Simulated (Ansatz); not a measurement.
## C3FNS, SMILES N#CC(F)=C=S: a geometry optimisation

Program: the Ansatz DFT code, driven from Python.

`opt_c3fns.py`
```python
# -*- coding: utf-8 -*-
"""Geometry optimisation of C3FNS."""

import itertools

import ansatz as az
from ase.data import atomic_numbers, covalent_radii
import numpy as np

mol = (
    az.Crystal.molecule()
    .atom("N", (-2.2242, -0.9499, -0.1702))
    .atom("C", (-1.2584, -0.309, -0.1065))
    .atom("C", (-0.0829, 0.472, -0.0291))
    .atom("F", (-0.165, 1.8174, -0.0974))
    .atom("C", (1.0647, -0.114, 0.107))
    .atom("S", (2.6658, -0.9165, 0.2962))
)

calculation = mol.calculation().basis(gaussian="def2-SVP").functional("pbe")
symbols = [site.symbol for site in mol.cartesian_sites]
start = np.array([site.position_ang for site in mol.cartesian_sites], dtype=float)
def progress(event):
    if event["event"] == "relax_step":
        row = event["data"]
        print(f"step {row['step']:3d}  E = {row['lagrangian_ev']:.6f} eV  largest force component {row['allowed_force_max_ev_ang']:.4f} eV/A")


r = calculation.relax(force_tolerance=0.02).session().plan().execute(on_event=progress).report
end = np.array(r["positions_ang"])

print(f"E = {r['free_energy_ev']:.6f} eV = {r['free_energy_ev'] / 27.211386246:.7f} Ha")
print("converged:", r["converged"], " doubts:", r["published_state_doubts"] or "none")

# pairs closer than 1.2 times the sum of covalent radii, before or after
radius = [covalent_radii[atomic_numbers[s]] for s in symbols]
span = lambda where, i, j: np.linalg.norm(where[i] - where[j])
bonded = [(i, j) for i, j in itertools.combinations(range(len(symbols)), 2) if min(span(start, i, j), span(end, i, j)) < 1.2 * (radius[i] + radius[j])]
print("pair        before    after (A)")
for i, j in bonded:
    print(f"{symbols[i]}{i}-{symbols[j]}{j}".ljust(10), f"{span(start, i, j):8.4f} {span(end, i, j):8.4f}")
for first, second in list(itertools.combinations(bonded, 2)):
    shared = set(first) & set(second)
    if shared and symbols[(j := shared.pop())] != "H":
        i, k = sorted((set(first) | set(second)) - {j})
        u, v = end[i] - end[j], end[k] - end[j]
        angle = np.degrees(np.arccos(np.clip(u @ v / np.linalg.norm(u) / np.linalg.norm(v), -1, 1)))
        print(f"final angle {symbols[i]}{i}-{symbols[j]}{j}-{symbols[k]}{k}: {angle:.2f} deg")

charges = r["charge_distribution"]
print("dipole moment", round(4.803205 * float(np.linalg.norm(charges["dipole_moment_e_ang"])), 3), "D")
print("Mulliken:", [(s, round(q, 3)) for s, q in zip(symbols, charges["mulliken_charges_e"])])
with open("c3fns_opt.xyz", "w") as handle:
    handle.write(f"{len(symbols)}\nrelaxed C3FNS\n")
    handle.writelines(f"{s:2s} {x:11.6f} {y:11.6f} {z:11.6f}\n" for s, (x, y, z) in zip(symbols, end))
```

```console
$ python opt_c3fns.py
step   1  E = -18127.919466 eV  largest force component 8.2030 eV/A
step   2  E = -18128.766681 eV  largest force component 4.1216 eV/A
step   3  E = -18128.840848 eV  largest force component 3.6736 eV/A
step   4  E = -18128.954962 eV  largest force component 0.5486 eV/A
step   5  E = -18128.972141 eV  largest force component 0.0858 eV/A
step   6  E = -18128.972379 eV  largest force component 0.0213 eV/A
step   7  E = -18128.972503 eV  largest force component 0.0130 eV/A
E = -18128.972521 eV = -666.2274519 Ha
converged: True  doubts: none
pair        before    after (A)
N0-C1        1.1609   1.1777
C1-C2        1.4134   1.4197
C2-F3        1.3496   1.3522
C2-C4        1.2957   1.3473
C4-S5        1.8009   1.5593
final angle N0-C1-C2: 179.53 deg
final angle C1-C2-F3: 117.96 deg
final angle C1-C2-C4: 121.61 deg
final angle F3-C2-C4: 120.43 deg
final angle C2-C4-S5: 179.37 deg
dipole moment 3.374 D
Mulliken: [('N', 0.043), ('C', -0.107), ('C', -0.018), ('F', -0.135), ('C', 0.129), ('S', 0.087)]
```

File `c3fns_opt.xyz` afterwards:
```text
6
relaxed C3FNS
N    -2.243190   -0.939413   -0.172553
C    -1.246394   -0.315928   -0.105105
C    -0.050857    0.445438   -0.024761
F    -0.150881    1.792155   -0.094843
C     1.152893   -0.142913    0.116738
S     2.538429   -0.839339    0.280525
```

The settings weren't tested for convergence. The end point is the stationary point reached from this start; no frequency run checks that it is a minimum, and the basis set is modest. Finished in 13 s on 1 thread of Intel(R) Xeon(R) Platinum 8488C (Sapphire Rapids), with other jobs on the host, peak memory 0.2 GiB.

(Lines on the test bed's own set-up are left out of the output.)
